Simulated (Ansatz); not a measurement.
Antifluorite Mg₂Sn was calculated with PBE-D3(BJ) (Ansatz, a first-principles code, plane waves, PAW).

Run with plane-wave cutoff 520 eV, 10×10×10 k mesh, Fermi–Dirac smearing 0.01 eV, scalar-relativistic PAW data made under PBE.

Energies at three volumes about the minimum:

| V (Å³/atom) | E − E_lowest (meV/atom) |
|---|---|
| 24.690 | 1.48 |
| 25.194 | 0.00 |
| 25.697 | 1.37 |

Question: Fit a parabola by hand: where is the minimum, what lattice constant follows, and what is the bulk modulus?

Answer: Slopes: (0.00 − 1.48)/(25.194 − 24.690) = -2.937 and (1.37 − 0.00)/(25.697 − 25.194) = 2.724 meV/Å³. Curvature E″ = 2 × (2.724 − (-2.937))/(25.697 − 24.690) = 11.243 meV/Å⁶. From the middle of the first interval, the slope vanishes at V0 = 24.9420 − (-2.937)/11.243 = 25.203 Å³/atom. B = V0 E″ = 25.203 × 11.243 meV/Å³ × 0.1602 GPa per meV/Å³ = 45.4 GPa. With 12 atoms in the cube, a = (12 × 25.203)^(1/3) = 6.712 Å. The full Birch–Murnaghan fit to all volumes gives V0 = 25.194 Å³/atom and B0 = 45.0 GPa.

Measured, for comparison: lattice constant a 6.766 Å (temperature not stated, no zero-point or thermal correction; as tabulated in Freccero, Grin, Wagner, Dalton Trans. (2023), ESI).

Note: the gap of the solid is closed in this run; this level leaves the solid without a gap, although one is measured.
